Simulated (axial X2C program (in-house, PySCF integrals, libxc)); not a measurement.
**Spin–orbit effects down a group: molecules with Mg (ions), CCSD(T)**

Computed with an axial X2C code built on PySCF integrals, spin-free (one-electron X2C) or two-component (2c: spin–orbit coupling with atomic mean-field Coulomb and Gaunt terms, which also bring small scalar terms), in Dyall basis sets with cores contracted in-house; open shells are unrestricted.

Basis sets: H dyall-v3z, Li dyall-cv3z, Mg dyall-cv3z, Na dyall-cv3z. Frozen shells (counts by l): MgH⁺ Mg 2s1p, H none, 2 electrons correlated; LiMg⁺ Mg 2s1p, Li 1s, 2 electrons correlated; NaMg⁺ Mg 2s1p, Na 1s, 10 electrons correlated. Coupled cluster in natural virtuals with an MP2 remainder. Where the outer core of a metal is frozen, bonds come out longer and ionisation energies lower. Frozen cores can differ along the series, which adds to the trend.

```
molecule  spin-free state  Re (Å)  ωe (cm⁻¹)  De (eV)  2c state  Re 2c (Å)  ωe 2c (cm⁻¹)  De 2c (eV)
    MgH⁺   M_S = 0, Λ = 0   1.664     1688.6     2.09     Ω = 0      1.664        1688.4        2.09
   LiMg⁺   M_S = 0, Λ = 0   2.936      261.5     0.81     Ω = 0      2.936         261.5        0.81
   NaMg⁺   M_S = 0, Λ = 0   3.234      151.5     0.57     Ω = 0      3.234         151.5        0.57
```

Fragments in 2c: Mg+ + H, Mg + Li+, Mg + Na+. Each entry is the lowest single determinant of a limited PBE0 search at one distance. De goes to single-determinant-based atoms at the same level (for ions the charge split of lowest energy) and is withheld (n/a) where an atom does not fit its ground term or J level. Main or longest-lived isotopes.
